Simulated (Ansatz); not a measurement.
Born–Oppenheimer molecular dynamics of CH2ClF2 (6 atoms, charge 0, multiplicity 2). It starts at the highest image of a converged band, a first-order saddle point between two minima.

Method: UKS BHLYP-D4/def2-SVP (Ansatz 0.2.0).

```
ensemble                      : NVE (velocity Verlet)
time step                     : 0.5 fs
steps asked                   : 144
starting velocities drawn for : 100 K
seed                          : 6252
```

Frames 5 fs apart, positions in Å.

Velocities at 10.0 fs (Å/ps):

```
H -2.65 -9.10 -2.32
C 1.42 3.72 0.98
F 0.39 -2.42 0.48
F -1.54 -1.19 -2.17
Cl 0.05 0.85 0.56
H 5.82 2.78 2.46
```

```xyz
6
Properties=species:S:1:pos:R:3 time_fs=10.0 energy_less_start_eV=0.017 T=66
H 0.386 0.701 0.103
C -0.222 -0.477 -0.120
F 0.688 -1.375 0.118
F -0.594 -0.432 -1.363
Cl 0.901 2.060 0.564
H -1.071 -0.529 0.568
6
Properties=species:S:1:pos:R:3 time_fs=15.0 energy_less_start_eV=-0.092 T=278
H 0.328 0.608 0.101
C -0.211 -0.448 -0.112
F 0.689 -1.389 0.119
F -0.601 -0.440 -1.375
Cl 0.901 2.064 0.567
H -1.049 -0.516 0.588
6
Properties=species:S:1:pos:R:3 time_fs=20.0 energy_less_start_eV=0.002 T=98
H 0.256 0.489 0.085
C -0.198 -0.421 -0.104
F 0.688 -1.402 0.117
F -0.607 -0.450 -1.383
Cl 0.903 2.071 0.571
H -1.046 -0.528 0.580
6
Properties=species:S:1:pos:R:3 time_fs=25.0 energy_less_start_eV=-0.038 T=174
H 0.363 0.654 0.083
C -0.203 -0.440 -0.111
F 0.682 -1.409 0.113
F -0.610 -0.461 -1.382
Cl 0.907 2.084 0.576
H -1.065 -0.559 0.549
6
Properties=species:S:1:pos:R:3 time_fs=30.0 energy_less_start_eV=-0.061 T=218
H 0.369 0.632 0.059
C -0.205 -0.467 -0.129
F 0.671 -1.410 0.105
F -0.608 -0.472 -1.373
Cl 0.912 2.099 0.582
H -1.066 -0.534 0.551
6
Properties=species:S:1:pos:R:3 time_fs=35.0 energy_less_start_eV=-0.033 T=165
H 0.272 0.435 0.030
C -0.207 -0.475 -0.137
F 0.664 -1.414 0.096
F -0.605 -0.485 -1.370
Cl 0.917 2.115 0.588
H -1.037 -0.494 0.569
6
Properties=species:S:1:pos:R:3 time_fs=40.0 energy_less_start_eV=-0.153 T=395
H 0.349 0.549 0.042
C -0.221 -0.480 -0.127
F 0.662 -1.432 0.089
F -0.610 -0.502 -1.384
Cl 0.924 2.135 0.595
H -1.063 -0.548 0.577
6
Properties=species:S:1:pos:R:3 time_fs=45.0 energy_less_start_eV=-0.115 T=322
H 0.340 0.570 0.054
C -0.227 -0.473 -0.113
F 0.662 -1.455 0.083
F -0.618 -0.521 -1.400
Cl 0.931 2.156 0.603
H -1.086 -0.613 0.548
6
Properties=species:S:1:pos:R:3 time_fs=50.0 energy_less_start_eV=-0.091 T=276
H 0.213 0.430 0.060
C -0.222 -0.477 -0.119
F 0.658 -1.471 0.078
F -0.625 -0.537 -1.406
Cl 0.939 2.178 0.611
H -1.092 -0.622 0.526
6
Properties=species:S:1:pos:R:3 time_fs=55.0 energy_less_start_eV=-0.101 T=295
H 0.269 0.571 0.097
C -0.235 -0.529 -0.146
F 0.650 -1.481 0.074
F -0.629 -0.550 -1.404
Cl 0.948 2.204 0.620
H -1.096 -0.628 0.525
6
Properties=species:S:1:pos:R:3 time_fs=60.0 energy_less_start_eV=-0.220 T=522
H 0.219 0.389 0.038
C -0.244 -0.554 -0.162
F 0.644 -1.490 0.071
F -0.632 -0.562 -1.404
Cl 0.958 2.231 0.630
H -1.094 -0.657 0.521
6
Properties=species:S:1:pos:R:3 time_fs=65.0 energy_less_start_eV=-0.246 T=574
H 0.274 0.418 0.014
C -0.263 -0.576 -0.158
F 0.644 -1.510 0.067
F -0.640 -0.579 -1.419
Cl 0.968 2.258 0.639
H -1.119 -0.730 0.498
```

Of the whole run (72 fs, mean temperature of the second half 395 K): The conserved energy stayed within 0.4 meV per atom of its start (net change -0.23 meV per atom), so the integration is sound. The system heated up, since it started high on the potential surface and ran downhill. A run of 0.072 ps of so small a system gives no equilibrium averages.

The run took 4.4 min on 2 threads of Arm Neoverse V2, with other jobs on the host, peak memory 0.17 GiB.
